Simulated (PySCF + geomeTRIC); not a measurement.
Computed with TPSSh-D3(BJ)/def2-TZVP (PySCF + geomeTRIC). fastk is a local helper that only speeds up exchange builds. No frequencies were computed at this level.

```python
import json, numpy as np
from pyscf import gto, dft
from fastk import lowrank_exchange
atoms = """
C      1.147372    -0.018282    -0.000004
C     -0.044265     0.005539     0.000000
H     -1.103107     0.012741     0.000004
"""
def scf(charge, spin, dm0=None):
    mol = gto.M(atom=atoms, basis='def2-tzvp', ecp={}, charge=charge, spin=spin, verbose=3, max_memory=5040)
    mf = dft.KS(mol, xc='tpssh').density_fit(auxbasis="def2-universal-jkfit")
    mf.disp = 'd3bj'
    mf.grids.level = 3
    mf.conv_tol = 1e-8
    mf.max_cycle = 60
    mf.kernel(dm0)
    if not mf.converged:
        mf = mf.newton().run(mf.mo_coeff, mf.mo_occ).undo_soscf()
    return mf
mf = scf(0, 1)
lowrank_exchange(mf)  # same exchange matrices as the stock routine, built faster for response steps
mo, _, stable, _ = mf.stability(return_status=True)
if not stable:
    mf.kernel(mf.make_rdm1(mo, mf.mo_occ))
del mf.get_jk
from pyscf.geomopt.geometric_solver import kernel as optimize
path = []
done, mol = optimize(mf, maxsteps=80, assert_convergence=False, callback=lambda env: path.append((env["energy"], bool(env["g_scanner"].converged))))
res = dict(converged=bool(done and path[-1][1]), energy=path[-1][0], path=[e for e, c in path], xyz=mol.atom_coords(unit="Angstrom").tolist(), nao=mol.nao)
json.dump(res, open("result.json", "w"))
```

Output:

```
converged SCF energy = -76.6428040788668  <S^2> = 0.78155798  2S+1 = 2.0313129
<class 'pyscf.df.df_jk.DFUKS'> wavefunction is stable in the internal stability analysis
Geometry optimization cycle 1
converged SCF energy = -76.6428040776882  <S^2> = 0.78155824  2S+1 = 2.0313131
cycle 1: E = -76.6428040777  dE = -76.6428  norm(grad) = 0.0309336
Geometry optimization cycle 2
converged SCF energy = -76.6430991921664  <S^2> = 0.78390331  2S+1 = 2.0336207
cycle 2: E = -76.6430991922  dE = -0.000295114  norm(grad) = 0.000436321
Geometry optimization cycle 3
converged SCF energy = -76.6430992933644  <S^2> = 0.78392415  2S+1 = 2.0336412
cycle 3: E = -76.6430992934  dE = -1.01198e-07  norm(grad) = 0.00010177
<class 'geometric.internal.Distance'> : 2
<class 'geometric.internal.LinearAngle'> : 2
<class 'geometric.internal.TranslationX'> : 1
<class 'geometric.internal.TranslationY'> : 1
<class 'geometric.internal.TranslationZ'> : 1
<class 'geometric.internal.RotationA'> : 1
<class 'geometric.internal.RotationB'> : 1
<class 'geometric.internal.RotationC'> : 1
Step    0 : Gradient = 1.786e-02/2.396e-02 (rms/max) Energy = -76.6428040777
Step    1 : Displace = 7.673e-03/1.007e-02 (rms/max) Trust = 1.000e-01 (=) Grad = 2.519e-04/3.525e-04 (rms/max) E (change) = -76.6430991922 (-2.951e-04) Quality = 0.995
Step    2 : Displace = 1.838e-04/2.577e-04 (rms/max) Trust = 1.414e-01 (+) Grad = 5.876e-05/8.339e-05 (rms/max) E (change) = -76.6430992934 (-1.012e-07) Quality = 1.365
Converged! =D
```

Cost: very roughly 50 core-seconds.
